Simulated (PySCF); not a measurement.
Ligands exchanged one at a time, B Cl-NH2. Gas-phase values, no solvent. Strings in code marks are SMILES.

All values below come from TPSSh-D3(BJ)/def2-TZVP // CAM-B3LYP-D3(BJ)/def2-TZVP in PySCF. All candidates: neutral, multiplicity 1. Delta-SCF ions had no search for a lower state. Excitations are Tamm–Dancoff values on a coarser integration grid. The basis has no diffuse functions, so Rydberg states are missing or too high.

The T1 excitation (TDA) is 6.22 eV and the HOMO–LUMO gap comes out as 7.01 eV. The vertical ionisation energy (Delta-SCF) comes out as 9.37 eV.

**Question.** Which member has these values?
(A) `NB(N)Cl`
(B) `NB(Cl)Cl`
(C) `ClB(Cl)Cl`

**Answer.** A, `NB(N)Cl`. The others give `NB(Cl)Cl`: 6.13 eV, 7.54 eV, 10.54 eV; `ClB(Cl)Cl`: 5.35 eV, 6.20 eV, 11.06 eV
